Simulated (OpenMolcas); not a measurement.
# One shape, several levels: [NH2]− (SMILES [NH2-])

Aim: a comparison of 6 runs (HF/6-31G, PBE/6-31G, SVWN5/6-31G, UB3LYP/6-31G, UPBE/6-31G, CCSD(T)/6-31G) of [NH2]−. 

The calculation is run with OpenMolcas 26.06.

## 1. Starting point

[NH2]−: 3 atoms, total charge -1, spin state singlet. SMILES: `[NH2-]`. The N1–H3 distance was set to 1.284 Å, away from the relaxed value.

Bond lengths: N1–H2 1.027 Å. A long bond or contact: N1–H3 1.284 Å.

## 2. A single-point energy at HF/6-31G (run 1)

mol.xyz reads:

```xyz
3

N      0.544708    -0.104184     0.292070
H      0.328008     0.900016     0.279370
H     -0.467700    -0.598200    -0.324700
```

calc.input reads:

```
&GATEWAY
 BASLIB=$CurrDir
 COORD=mol.xyz
 BASIS=6-31G
 GROUP=NoSym

&SEWARD

&SCF
 CHARGE=-1
 THRESHOLDS=1e-10 1e-07 1e-07 1e-05
 PRORBITALS=1 1
```

The basis set 6-31G is read from a file made from the Basis Set Exchange's data (not shown).

On the command line:

```
$ export MOLCAS_MEM=1860
$ pymolcas calc.input > calc.log
```

The log of the run:

```text
--- Start Module: gateway ---
[...]
--- Stop Module: gateway /rc=_RC_ALL_IS_WELL_ ---
--- Start Module: seward ---
[...]
      Basis functions           13
--- Stop Module: seward /rc=_RC_ALL_IS_WELL_ ---
--- Start Module: scf ---
[...]
       Convergence after  15 Iterations
[...]
::    Total SCF energy                                -55.4328413281
[...]
      Total spin, S                                     0.0000000000
[...]
      Total electronic charge=   10.000000
      Total            charge=   -1.000000
[...]
      Dipole Moment (debye):
      Origin of the operator (angstrom)=    0.4674   -0.0721    0.2525
                   X= -5.4864E-01               Y=  1.3155E+00               Z= -1.6405E-01           Total=  1.4347E+00
      Center of Charge (angstrom)
[...]
--- Stop Module: scf /rc=_RC_ALL_IS_WELL_ ---
[...]
```

It took 1.4 s on 1 thread of Arm Neoverse V2, shared host; peak memory 0.37 GiB.

## 3. A single-point energy at PBE/6-31G (run 2)

mol.xyz is that of step 2.

calc.input reads:

```
&GATEWAY
 BasLib=$CurrDir
 Coord=mol.xyz
 Basis=6-31G
 Group=NoSym

&SEWARD
 GridInput
 Grid=UltraFine
 End of Grid

&SCF
 Charge=-1
 KSDFT=PBE
 Thresholds=1e-10 1e-07 1e-07 1e-05
 PrOrbitals=1 1
```

The basis set 6-31G is read from a file made from the Basis Set Exchange's data (not shown).

On the command line:

```
$ export MOLCAS_MEM=1860
$ pymolcas calc.input > calc.log
```

The log of the run:

```text
--- Start Module: gateway ---
[...]
--- Stop Module: gateway /rc=_RC_ALL_IS_WELL_ ---
--- Start Module: seward ---
[...]
      Basis functions           13
--- Stop Module: seward /rc=_RC_ALL_IS_WELL_ ---
--- Start Module: scf ---
[...]
       Convergence after  14 Iterations
[...]
::    Total KS-DFT energy                             -55.7300046251
[...]
      Total spin, S                                     0.0000000000
[...]
      Total electronic charge=   10.000000
      Total            charge=   -1.000000
[...]
      Dipole Moment (debye):
      Origin of the operator (angstrom)=    0.4674   -0.0721    0.2525
                   X= -5.1186E-01               Y=  1.0533E+00               Z= -1.7175E-01           Total=  1.1836E+00
      Center of Charge (angstrom)
[...]
--- Stop Module: scf /rc=_RC_ALL_IS_WELL_ ---
[...]
```

Run time: 3 s. Hardware: 1 thread of Arm Neoverse V2, shared host; peak memory 0.37 GiB.

Runs 3 to 5 aren't shown in full; the table further down has their settings and results.

## 4. A single-point energy at CCSD(T)/6-31G (run 6)

mol.xyz is that of step 3.

calc.inp reads:

```
&GATEWAY
BasLib=$CurrDir
Coord=mol.xyz
Basis=6-31G
Group=NoSym
&SEWARD
&SCF
Charge=-1
Thresholds=1e-10 1e-07 1e-07 1e-05
PrOrbitals=1 1
&RASSCF
FileOrb=$Project.ScfOrb
Spin=1
Nactel=0 0 0
Inactive=5
Ras2=0
OutOrbitals=Canonical
OrbListing=Nothing
&MOTRA
JobIph
Frozen=1
&CCSDT
CCT
Triples=2
Iterations=80
Accuracy=1e-08
Extrapolation=5 4
```

The basis set 6-31G is read from a file made from the Basis Set Exchange's data (not shown).

On the command line:

```
$ export MOLCAS_MEM=1860
$ pymolcas calc.inp > calc.log
```

The log of the run:

```text
--- Start Module: gateway ---
[...]
--- Stop Module: gateway /rc=_RC_ALL_IS_WELL_ ---
[...]
      Basis functions           13
[...]
       Convergence after  15 Iterations
[...]
::    Total SCF energy                                -55.4328413281
[...]
      Total spin, S                                     0.0000000000
[...]
      Number of active orbitals                  0
[...]
      Spin quantum number                      0.0
[...]
      Active orbitals                            0
[...]
      Number of CSFs                             1
[...]
      Number of root(s) required                 1
[...]
      Convergence after  4 iterations
[...]
      Natural orbitals and occupation numbers for root  1
      ************************************************************************************************************************
      *                                                    Final results                                                     *
      ************************************************************************************************************************
[...]
::    RASSCF root number  1 Total energy:    -55.43284133
[...]
      Total electronic charge=   10.000000
      Total            charge=   -1.000000
[...]
      Dipole Moment (debye):
      Origin of the operator (angstrom)=    0.4674   -0.0721    0.2525
                   X= -5.4864E-01               Y=  1.3155E+00               Z= -1.6405E-01           Total=  1.4347E+00
      Center of Charge (angstrom)
[...]
--- Start Module: motra ---
[...]
--- Stop Module: motra /rc=_RC_ALL_IS_WELL_ ---
--- Start Module: ccsdt ---
[...]
      Convergence after                    13  Iterations
      Total energy (diff) :     -55.56447431      -0.00000000
[...]
 METHOD                       : CCSD+T(CCSD)+<T3(1)WT1> = CCSD(T)
[...]
       CCSD     =       -55.5644743084806
[...]
```

Run time: 1.9 s. Hardware: 1 thread of Arm Neoverse V2, shared host; peak memory 0.37 GiB.

## 5. All runs side by side

```tsv
run	level	integration grid	scramble	energy (Eh)	HOMO energy (eV)	LUMO energy (eV)	HOMO–LUMO gap (eV)	wall time
1	HF/6-31G	–	–	-55.432841	-0.59	13.38	13.97	1.4 s
2	PBE/6-31G	UltraFine	–	-55.730005	5.59	8.59	3.00	3 s
3	SVWN5/6-31G	UltraFine	–	-55.323838	5.55	8.42	2.88	3 s
4	UB3LYP/6-31G	UltraFine	0.25	-55.804821	4.14	9.34	5.20	4.8 s
5	UPBE/6-31G	UltraFine	0.25	-55.730005	5.59	8.59	3.00	4.2 s
6	CCSD(T)/6-31G	–	–	-55.566903	-0.59	13.38	13.97	1.9 s
```

## 6. Summary of results

| quantity | value |
| --- | --- |
| run 6: total energy | -55.56690 Eh |
| run 6: HOMO energy (Hartree–Fock orbitals) | -0.59 eV |
| run 6: LUMO energy (Hartree–Fock orbitals) | 13.38 eV |
| run 6: HOMO–LUMO gap (to an unbound level, set by the basis) | 13.97 eV |
| run 6: correlation energy (1 core orbital frozen) | -134.1 mEh |
| run 6: (T) correction | -2.43 mEh |

**Reading.** Over runs 1, 2, 3, 4, 5 the HOMO–LUMO gap runs from 2.88 eV (SVWN5/6-31G) to 13.97 eV (HF/6-31G). Exact exchange widens orbital gaps. The empty levels of an anion lie above zero and hang on the basis. Totals of different functionals can't be ranked against each other. In runs 2, 3, 4, 5 the HOMO lies above zero, so the outermost electron may be held by the basis alone. All runs together took 18 s, the longest 4.8 s.
